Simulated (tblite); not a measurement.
Species: prismane, C6H6.
SMILES: `C12C3C1C1C2C31`

Computed with GFN2-xTB (tblite): harmonic, unscaled wavenumbers at the GFN2-xTB geometry, gas phase. Errors from tens to a few hundred cm⁻¹ against measured bands are possible.

Harmonic wavenumbers (cm⁻¹): 627.2, 769.3, 769.4, 858.3, 858.4, 874.4, 874.6, 915.9, 916.0, 941.9, 961.7, 969.9, 981.4, 1025.3, 1025.4, 1035.3, 1035.3, 1124.5, 1124.6, 1178.4, 1221.1, 1221.1, 1386.7, 1390.0, 3104.3, 3104.8, 3114.4, 3114.9, 3123.2, 3124.3.

A = 7090, B = 5515, C = 5515 MHz; mass 78.047 u (most abundant isotopes); point group D3h, symmetry number 6.

Problem. Zero-point energy?

Solution. ½Σν̃ = 21386 cm⁻¹ = 61.15 kcal/mol.

Problem. Entropy at 400 K, 1 bar (ideal gas, RRHO, classical rotation)?

Solution. Translation 40.47, rotation 22.13, vibration 6.93: S = 69.5 cal/(mol K).

Problem. And Cp and H(400 K) − H(0)?

Solution. Cp = 26.30 cal/(mol K), of which vibrations give 18.35 (their classical limit is 30 R = 59.6); H(400 K) − H(0) = 5.30 kcal/mol without the zero-point energy, 2.12 from vibrations.

Problem. How do the functions run with temperature in this model?

Solution. 
| T (K) | S (cal/(mol K)) | Cp (cal/(mol K)) | H − H(0) (kcal/mol) | G − H(0) (kcal/mol) | ln q(vib) |
| --- | --- | --- | --- | --- | --- |
| 150 | 54.9 | 8.6 | 1.20 | -7.03 | 0.01 |
| 250 | 60.3 | 13.9 | 2.28 | -12.79 | 0.12 |
| 298.15 | 63.1 | 17.9 | 3.05 | -15.76 | 0.27 |
| 600 | 82.7 | 38.4 | 11.88 | -37.73 | 2.52 |
| 900 | 100.4 | 48.5 | 25.08 | -65.27 | 5.75 |

q(vib) and H(0) count from the zero-point level.

Problem. Which modes carry the vibrational entropy at 400 K?

Solution. 627.2 cm⁻¹: 0.74; 769.3 cm⁻¹: 0.50; 769.4 cm⁻¹: 0.50; 858.3 cm⁻¹: 0.39; 858.4 cm⁻¹: 0.39; 874.4 cm⁻¹: 0.37 cal/(mol K); the other 24 give 4.05 together.
